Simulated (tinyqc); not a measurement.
Worked calculation: Born-Oppenheimer dynamics on the UHF/sto-3g surface (energies and gradients from PySCF), for LiH, spin multiplicity 3. Computed by tinyqc, a small Python program that keeps every step (integrals from PySCF). Settings: charge = 0, multiplicity = 3, basis = sto-3g, time step (fs) = 0.5, steps = 16. Command: `OMP_NUM_THREADS=1 python tinyqc.py 21007 21008 out.jsonl` (the two numbers bound the seeds that draw the settings). One thread of a shared host (Intel(R) Xeon(R) Processor @ 2.60GHz), about 1 s of CPU time with the checks.

positions (bohr), order 1Li, 2H:
$$\begin{pmatrix}
0.000000 & 0.000000 & 0.000000 \\
0.000000 & 0.000000 & 3.025452
\end{pmatrix}$$

The total energy should stay constant up to terms of order dt^2; the step counts as short enough if it moves by less than 2 % of the largest kinetic energy.

Trajectory:
```
time (fs)  1Li-2H (angstrom)  potential (hartree)  kinetic (hartree)  total (hartree)
0.000000            1.601000          -7.76645114         0.00112899      -7.76532215
0.500000            1.594633          -7.76613293         0.00081197      -7.76532097
1.000000            1.592098          -7.76600402         0.00068354      -7.76532048
1.500000            1.593434          -7.76607211         0.00075138      -7.76532074
2.000000            1.598620          -7.76633313         0.00101142      -7.76532171
2.500000            1.607580          -7.76677163         0.00144834      -7.76532329
3.000000            1.620182          -7.76736255         0.00203726      -7.76532528
3.500000            1.636250          -7.76807397         0.00274649      -7.76532748
4.000000            1.655569          -7.76887028         0.00354060      -7.76532968
4.500000            1.677895          -7.76971538         0.00438369      -7.76533169
5.000000            1.702967          -7.77057547         0.00524208      -7.76533338
5.500000            1.730514          -7.77142110         0.00608642      -7.76533468
6.000000            1.760265          -7.77222849         0.00689293      -7.76533556
6.500000            1.791957          -7.77298002         0.00764400      -7.76533602
7.000000            1.825337          -7.77366415         0.00832802      -7.76533613
7.500000            1.860173          -7.77427480         0.00893887      -7.76533593
8.000000            1.896252          -7.77481055         0.00947504      -7.76533551
```

Is the time step short enough?

Yes. The total energy moves within 1.6e-05 hartree, under 2 % of the largest kinetic energy.
